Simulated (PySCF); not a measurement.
A geometry optimisation, step by step.

Species: cyanoformaldehyde, C₂HNO.
Bonds: N1–C2 (triple), C2–C3, C3–O4 (double). Hydrogens: H5 on C3.

Computed by this run: B3LYP/def2-TZVP geometry optimisation, gas phase (PySCF 2.14.0); density fitting, grid level 1; the optimiser is geomeTRIC in internal coordinates, started from a GFN2-xTB structure. The frame can shift and turn from step to step; on so coarse a grid that alone can change the energy by a few meV, and forces under 0.02 eV/Å are noise.

Step 0: E = -5627.9137 eV, largest atomic force 0.997 eV/Å
```
atom  x, y, z in Å  |  force x, y, z in eV/Å
N1      1.907   -0.228    0.570    0.789  -0.168   0.215
C2      0.819   -0.068    0.252   -0.162   0.423   0.059
C3     -0.557    0.080   -0.168   -0.563  -0.722  -0.394
O4     -1.195    1.090   -0.104    0.036   0.303   0.109
H5     -0.965   -0.870   -0.567   -0.101   0.164   0.011
```

Step 1: E = -5627.9324 eV, largest atomic force 0.392 eV/Å
```
atom  x, y, z in Å  |  force x, y, z in eV/Å
N1      1.853   -0.268    0.518    0.114   0.001   0.028
C2      0.754   -0.121    0.215   -0.129  -0.133  -0.045
C3     -0.652    0.024   -0.185    0.084   0.379   0.057
O4     -1.263    1.033    0.040   -0.058  -0.135  -0.037
H5     -1.082   -0.837   -0.713   -0.011  -0.112  -0.004
```

Step 2: E = -5627.9174 eV, largest atomic force 0.662 eV/Å
```
atom  x, y, z in Å  |  force x, y, z in eV/Å
N1      1.856   -0.293    0.521    0.006  -0.060  -0.008
C2      0.761   -0.122    0.210   -0.024   0.389  -0.003
C3     -0.638    0.057   -0.200   -0.470  -0.417   0.208
O4     -1.311    1.022    0.034    0.419   0.112  -0.019
H5     -1.058   -0.835   -0.689    0.070  -0.023  -0.179
```

Step 3: E = -5627.9333 eV, largest atomic force 0.189 eV/Å
```
atom  x, y, z in Å  |  force x, y, z in eV/Å
N1      1.856   -0.281    0.517    0.019  -0.024  -0.007
C2      0.757   -0.123    0.214   -0.053   0.126   0.035
C3     -0.647    0.039   -0.186   -0.174  -0.002  -0.026
O4     -1.288    1.029    0.034    0.185  -0.024   0.031
H5     -1.069   -0.834   -0.704    0.024  -0.075  -0.034
```

Step 4: E = -5627.9345 eV, largest atomic force 0.126 eV/Å
```
atom  x, y, z in Å  |  force x, y, z in eV/Å
N1      1.853   -0.275    0.520   -0.002  -0.004  -0.001
C2      0.754   -0.120    0.214    0.025   0.005  -0.024
C3     -0.648    0.036   -0.193   -0.053   0.001   0.115
O4     -1.276    1.031    0.039    0.013  -0.011  -0.056
H5     -1.073   -0.841   -0.706    0.017   0.010  -0.034
```

Step 5: E = -5627.9341 eV, largest atomic force 0.167 eV/Å
```
atom  x, y, z in Å  |  force x, y, z in eV/Å
N1      1.853   -0.273    0.518   -0.017   0.005  -0.013
C2      0.752   -0.120    0.218    0.029  -0.043   0.058
C3     -0.653    0.031   -0.181    0.070   0.050  -0.143
O4     -1.274    1.034    0.031   -0.063  -0.020   0.031
H5     -1.069   -0.842   -0.712   -0.019   0.008   0.066
```

Step 6: E = -5627.9350 eV, largest atomic force 0.038 eV/Å
```
atom  x, y, z in Å  |  force x, y, z in eV/Å
N1      1.853   -0.275    0.520   -0.002  -0.003  -0.005
C2      0.753   -0.119    0.217    0.004   0.005   0.023
C3     -0.651    0.034   -0.186    0.002   0.008  -0.037
O4     -1.278    1.032    0.032    0.000  -0.009   0.004
H5     -1.068   -0.841   -0.708   -0.003  -0.002   0.015
```

Step 7: E = -5627.9351 eV, largest atomic force under 0.02 eV/Å
```
atom  x, y, z in Å  |  force x, y, z in eV/Å
N1      1.853   -0.274    0.522    0.000  -0.002  -0.002
C2      0.753   -0.118    0.219    0.000   0.005   0.007
C3     -0.650    0.034   -0.188   -0.001  -0.001  -0.002
O4     -1.279    1.031    0.030    0.000   0.000  -0.006
H5     -1.067   -0.843   -0.708    0.001  -0.002   0.002
```

Q: Summarise the path.

A: The energy falls by 2.06 kJ/mol from step 0 to step 7; nine tenths of that is first reached at step 3. It rises by more than 0.2 meV at steps 2 and 5. The largest force goes from 0.997 to under 0.02 eV/Å. Among the bonds C2–C3 changes most, from 1.447 to 1.469 Å; the atoms move by 0.028 Å rms after alignment.

Q: Follow the three bonds and two angles with the largest change from start to end.

A: 
```tsv
step	E above end (kJ/mol)	largest force (eV/Å)	C2–C3 (Å)	C3–H5 (Å)	N1≡C2 (Å)	C2–C3–O4 (°)	C2–C3–H5 (°)
0	2.06	0.997	1.447	1.109	1.144	125.4	111.5
1	0.26	0.392	1.469	1.098	1.150	121.3	115.3
2	1.70	0.662	1.469	1.101	1.151	125.3	112.9
3	0.17	0.189	1.469	1.100	1.151	123.5	114.0
4	0.05	0.126	1.468	1.102	1.151	122.3	114.4
5	0.09	0.167	1.468	1.103	1.151	122.2	114.2
6	0.00	0.038	1.469	1.102	1.151	122.5	114.2
7	0.00	under 0.02	1.469	1.102	1.151	122.5	114.2
```

What follows is the cost of the whole optimisation. The run took 18 s on an Arm Neoverse V1 with one thread (shared host), and the process peaked at 0.47 GiB of memory.
